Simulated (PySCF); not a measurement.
Bond stretch in LiH, singlet.

Level of theory: CCSD(T) on UHF/cc-pVDZ run with PySCF.

**Question.** Relative to R = 1.60 Å, what are the energies at R = 1.26, 1.88, 2.40, 3.49 Å?

**Answer.** 54.9 kJ/mol at 1.26 Å, 15.3 kJ/mol at 1.88 Å, 82.4 kJ/mol at 2.40 Å, 190.0 kJ/mol at 3.49 Å.

The unrestricted determinant behind UCCSD(T) is spin-contaminated at 2.40 to 6.41 Å (<S²> up to 1.0, against 0.00 for a pure singlet).
